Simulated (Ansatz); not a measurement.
Ideal-gas functions of CH6B2 (`BBC`) at 500 K and 1 bar, from an Ansatz frequency run at PBE0-D4/def2-TZVP.

Molar mass 39.68 g/mol, point group C1 (symmetry number 1), electronic degeneracy 1, moments of inertia 12.313, 69.049, 74.163 u Å². Harmonic wavenumbers (cm⁻¹, unscaled): 64, 179, 335, 424, 682, 724, 758, 932, 971, 1037, 1120, 1214, 1299, 1439, 1463, 2519, 2561, 2622, 3020, 3087, 3136.

Use S(trans) = R[1.5 ln M + 2.5 ln T − 1.1517]; rotational temperatures θ = 24.2544 K / I; S(rot) = R[ln(√π/σ · √(T³/θAθBθC)) + 1.5]; for each mode x = 1.438777 ν̃/T, S = R[x/(eˣ − 1) − ln(1 − e⁻ˣ)] and H = RT x/(eˣ − 1); 1 cm⁻¹ = 0.0119627 kJ/mol; R = 8.31446 J/(mol·K).

**Question.** By hand: the entropy, in J/(mol·K).

**Answer.** Translation 165.5. Rotation: θ = 1.9698, 0.3513, 0.327 K, giving 100.9. Vibration, mode by mode: 22.39, 13.92, 8.93, 7.16, 3.93, 3.57, 3.30, 2.23, 2.04, 1.75, 1.45, 1.17, 0.96, 0.69, 0.65, 0.05, 0.04, 0.04, 0.01, 0.01, 0.01, in all 74.3. Electronic 0.0. Sum 340.7 J/(mol·K).

**Question.** By hand: H − E and G − E in kJ/mol, counted from the electronic energy.

**Answer.** Zero-point energy ½ × 29586 × 0.0119627 = 177.0; thermal vibration 19.5; translation, rotation and pV give 4 RT = 16.6. H − E = 213.1 kJ/mol, and G − E = 213.1 − 500 × 340.7/1000 = 42.8 kJ/mol.

Vibration gives 22 % of the entropy, 22.4 J/(mol·K) of it from the mode under 150 cm⁻¹: soft modes count most, and the harmonic formula is weakest for them. The sum counts one conformer and one mirror image; others add a mixing term.
